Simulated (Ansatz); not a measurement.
Results of r²SCAN in Ansatz (plane waves, PAW) for fcc Al.

Settings: plane-wave cutoff 500 eV, 24×24×1 k mesh (along the axes of the cell as run), Fermi–Dirac smearing 0.1 eV, scalar-relativistic PAW data made under PBE.

Question: Estimate the surface energy of the (111) face and work function of the (111) face that the calculation returns.

Answer: 
- surface energy of the (111) face = 0.93 J/m²
- work function of the (111) face = 4.07 eV

The slab of 6 atoms is relaxed and unreconstructed.

Computing time: around 2.3 core-minutes (rough).

Ansatz is a program for electronic structure.
